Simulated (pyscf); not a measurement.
9 silicon, germanium or tin steps of one kind (four-centre exchange, closed-shell): barrier in kcal/mol, from the separated reactants or the lowest minimum found. Optimised with ωB97X-D3(BJ)/def2-SVP in PySCF. Functionals in def2-TZVP; the last column is ωB97M-D3(BJ)/def2-TZVP. Rows were drawn at random from the steps of this kind and element class whose saddle was verified and whose references are stable.

```tsv
step	PBE	B3LYP-D3(BJ)	r²SCAN	ωB97M-D3(BJ)
H₂N–SiH(Cl)–Cl + SiH₄ → H₃Si–NH–SiH(Cl)–Cl + H₂	43.8	46.9	44.8	47.7
H₃C–Si(Cl)(Cl)–Cl + HCl → CH₄ + Cl–Si(Cl)(Cl)–Cl	45.4	51.4	47.4	51.9
HO–Si(SiH₃)(SiH₃)–SiH₃ + HCl -> HO–Si(SiH₃)(SiH₃)–Cl + SiH₄	[?]	21.6	20.0	23.0
HO–SiH(Cl)–Cl + HCl → HO–Si(Cl)(Cl)–Cl + H₂	30.1	35.6	31.4	36.9
H₂N–Si(NH₂)(NH₂)–SiH₃ + H₂ → H₂N–SiH(NH₂)–NH₂ + SiH₄	61.4	66.9	63.3	66.8
H₂N–NH–GeH₃ + H₂ -> H₂N–NH₂ + GeH₄	36.3	41.4	39.1	41.8
H₃Ge–GeH₃ + HF → F–GeH₂–GeH₃ + H₂	31.0	35.6	33.3	37.4
HS–GeH₃ + HCl → H₂S + Cl–GeH₃	20.3	22.9	22.1	26.6
H₂N–SiH₂–SiH₃ + H₂ → H₂N–SiH₃ + SiH₄	[?]	66.9	63.3	67.2
```

**Question.** Complete the blanks.

**Answer.** 
- HO–Si(SiH₃)(SiH₃)–SiH₃ + HCl -> HO–Si(SiH₃)(SiH₃)–Cl + SiH₄, PBE: 19.7
- H₂N–SiH₂–SiH₃ + H₂ → H₂N–SiH₃ + SiH₄, PBE: 60.7

Differences from the last column (kcal/mol): PBE: mean -5.7, median -6.3, mean size 5.7, lower in 9 of 9; B3LYP-D3(BJ): mean -1.1, median -0.7, mean size 1.1, lower in 8 of 9; r²SCAN: mean -3.9, median -4.0, mean size 3.9, lower in 9 of 9. PBE is closest for row 3 (3.3 kcal/mol apart) and farthest for row 4 (6.8 kcal/mol). PBE, r²SCAN and M06-2X carry no added dispersion term. The last column is a level with limits of its own. Each barrier is that of the saddle found. Elements up to Kr have no core potential and no relativistic terms here.
